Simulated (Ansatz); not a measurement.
Rock-salt MgS, treated with B3LYP (VWN-RPA form) (Ansatz, a first-principles code, PAW).

Settings: plane-wave cutoff 520 eV, 10×10×10 k mesh, scalar-relativistic PAW data made under PBE.

Computed at the level's own relaxed cell.

```xyz
2
Lattice="0.0000 2.6223 2.6223 2.6223 0.0000 2.6223 2.6223 2.6223 0.0000" Properties=species:S:1:pos:R:3 pbc="T T T"
Mg     0.0000     0.0000     0.0000
S      2.6223     2.6223     2.6223
```

Problem. Give the elastic tensor (Voigt notation, GPa, ions relaxed, in the Cartesian axes of the cell as printed).

Solution. 
```
  131.5    46.4    46.4     0.0     0.0     0.0
   46.4   131.5    46.4     0.0     0.0     0.0
   46.4    46.4   131.5     0.0     0.0     0.0
    0.0     0.0     0.0    59.2     0.0     0.0
    0.0     0.0     0.0     0.0    59.2     0.0
    0.0     0.0     0.0     0.0     0.0    59.2
```

Static lattice: no zero-point or thermal effects.
